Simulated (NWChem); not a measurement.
Everything below was run with NWChem. System: formamide (CH$_{3}$NO), charge 0, spin multiplicity 1, at a geometry optimised with B3LYP/def2-SVP. Level: MP2/def2-TZVP, 3 core orbitals frozen.

Output (cleaned and shortened):

```
             Northwest Computational Chemistry Package (NWChem) 7.3.0
             --------------------------------------------------------

                                NWChem Input Module
                                -------------------

 Scaling coordinates for geometry "geometry" by  1.889725989
 (inverse scale =  0.529177249)

 Turning off AUTOSYM since
 SYMMETRY directive was detected!

                             Geometry "geometry" -> ""
                             -------------------------

 Output coordinates in angstroms (scale by  1.889725989 to convert to a.u.)

  No.       Tag          Charge          X              Y              Z
 ---- ---------------- ---------- -------------- -------------- --------------
    1 N                    7.0000    -0.19500700    -1.07877300     0.00000000
    2 C                    6.0000    -0.31151400     0.27671600     0.00000000
    3 O                    8.0000     0.61210000     1.05819600     0.00000000
    4 H                    1.0000     0.72937200    -1.49702400     0.00000000
    5 H                    1.0000    -1.00886900    -1.67987000     0.00000000
    6 H                    1.0000    -1.38316800     0.60243700     0.00000000

 Effective nuclear repulsion energy (a.u.)      71.0854359066

            Nuclear Dipole moment (a.u.)
            ----------------------------
        X                 Y               Z
 ---------------- ---------------- ----------------
     0.0000037795    -0.0000075589     0.0000000000

      Symmetry information
      --------------------

 Group name             Cs
 Group number              2
 Group order               2
 No. of unique centers     6

      Symmetry unique atoms

     1    2    3    4    5    6


 Summary of "ao basis" -> "" (spherical)
 ------------------------------------------------------------------------------
       Tag                 Description            Shells   Functions and Types
 ---------------- ------------------------------  ------  ---------------------
 *                         def2-tzvp                  on all atoms

 Summary of "ao basis" -> "ao basis" (spherical)
 ------------------------------------------------------------------------------
       Tag                 Description            Shells   Functions and Types
 ---------------- ------------------------------  ------  ---------------------
 N                         def2-tzvp                11       31   5s3p2d1f
[...]
    1 N    7     7.54   0.82  1.16  0.50  0.82  0.14  1.54  1.80  0.72  0.01  0.03  0.00
    2 C    6     5.60   0.86  1.12  0.52  0.50  0.08  1.15  0.96  0.16  0.06  0.18  0.02
    3 O    8     8.49   0.79  1.18  0.58  0.94  0.35  1.84  1.96  0.81  0.00  0.03  0.00
    4 H    1     0.73   0.25  0.39  0.05  0.04
    5 H    1     0.73   0.25  0.40  0.04  0.04
    6 H    1     0.92   0.26  0.50  0.14  0.02

       Multipole analysis of the density wrt the origin
       ------------------------------------------------

     L   x y z        total         open         nuclear
     -   - - -        -----         ----         -------
     0   0 0 0     -0.000000      0.000000     24.000000

     1   1 0 0     -0.945972      0.000000      0.000004
     1   0 1 0     -1.391072      0.000000     -0.000008
     1   0 0 1     -0.000000      0.000000      0.000000

     2   2 0 0    -11.900880      0.000000     26.099927
     2   1 1 0     -1.495363      0.000000     21.093407
     2   1 0 1      0.000000      0.000000      0.000000
     2   0 2 0    -12.781945      0.000000     82.098388
     2   0 1 1     -0.000000      0.000000      0.000000
     2   0 0 2    -14.084362      0.000000      0.000000

                   NWChem MP2 Semi-direct Energy/Gradient Module
                   ---------------------------------------------

  Basis functions       =    111
  Molecular orbitals    =    111
  Frozen core           =      3
  Frozen virtuals       =      0
  Active alpha occupied =      9
  Active beta occupied  =      9
  Active alpha virtual  =     99
  Active beta virtual   =     99
  Use MO symmetry       = T
  Use skeleton AO sym   = T

  AO/Fock/Back tols     =   1.0D-09  1.0D-09  1.0D-09

 GA uses MA = F    GA memory limited = T

 Available:
  local mem=  1.26D+08
 global mem=  1.44D+08
 local disk=  0.00D+00
  mp2_memr nvloc                    99
  nvloc new                    99
   1 passes of   9:        5242880                      69667                  18724657.
   1 passes of   9: M    126152106           G      144154558           F     120909226.

 Semi-direct pass number   1 of   1  for RHF alpha+beta  at        6.2s
  vrange nnbf                  6174
  mp2_eaftype                    71  avail_ma_in_mb                  1099
 EAF : mp2_eaftype filesize          71    9362328.
  mp2_eaf for mointskh                     71
Node 0 wrote     44.0 Mb in      0.1 s     Agg I/O rate:   651.8 Mb/s
 Done moints_semi at       12.4s
  mp2_eaftype                    71  avail_ma_in_mb                  1028
 EAF : mp2_eaftype filesize          71    9362328.
  mp2_eaf for kh                    71
 Done maket at       12.7s
 Done multipass loop at       12.7s

          -------------------------------------------
          SCF energy                -169.006362146633
          Correlation energy          -0.594200861824
          Singlet pairs               -0.369590915263
          Triplet pairs               -0.224609946562
          Total MP2 energy          -169.600563008458
          -------------------------------------------

          ---------------------------------------------------
                    Spin Component Scaled (SCS) MP2
          Same spin pairs                     -0.149739964375
          Same spin scaling factor             0.333333333333
          Opposite spin pairs                 -0.444460897450
          Opposite spin scaling fact.          1.200000000000
          SCS-MP2 correlation energy          -0.583266398398
          Total SCS-MP2 energy              -169.589628545031
          ---------------------------------------------------

 -----------------------
 Performance information
 -----------------------

 Timer overhead =  1.93D-07 seconds/call

               Nr. of calls         CPU time (s)                 Wall time (s)                GFlops
             ---------------    -------------------     ------------------------------   -------------------
Name         Min   Avg   Max    Min     Avg     Max     Min     Avg     Max   Mx/calls   Min     Max     Sum
mp2: moin     1     1     1    6.2     6.2     6.2      6.2     6.2     6.2     6.2      0.0     0.0     0.0
mp2: make     1     1     1   0.34    0.34    0.34     0.34    0.34    0.34    0.34      0.0     0.0     0.0
mp2: tota     1     1     1    6.6     6.6     6.6      6.6     6.6     6.6     6.6      0.0     0.0     0.0

 The average no. of pstat calls per process was 3.00D+00
 with a timing overhead of 5.79D-07s

 Task  times  cpu:       12.7s     wall:       12.7s

 Total times  cpu:       12.7s     wall:       12.7s
```

Task: Write an NWChem input that would produce this output.

Result: This is not unique; one that fits is 
```
start mol
memory heap 200 mb stack 900 mb global 1100 mb
geometry units angstroms nocenter noautoz
  N     -0.195007    -1.078773     0.000000
  C     -0.311514     0.276716     0.000000
  O      0.612100     1.058196     0.000000
  H      0.729372    -1.497024     0.000000
  H     -1.008869    -1.679870     0.000000
  H     -1.383168     0.602437     0.000000
  symmetry group Cs
end
basis spherical
  * library def2-tzvp
end
scf
  rhf
  nopen 0
  maxiter 100
  thresh 1e-7
  semidirect memsize 60000000 filesize 0
end
mp2
  freeze core 3
end
task mp2 energy
```
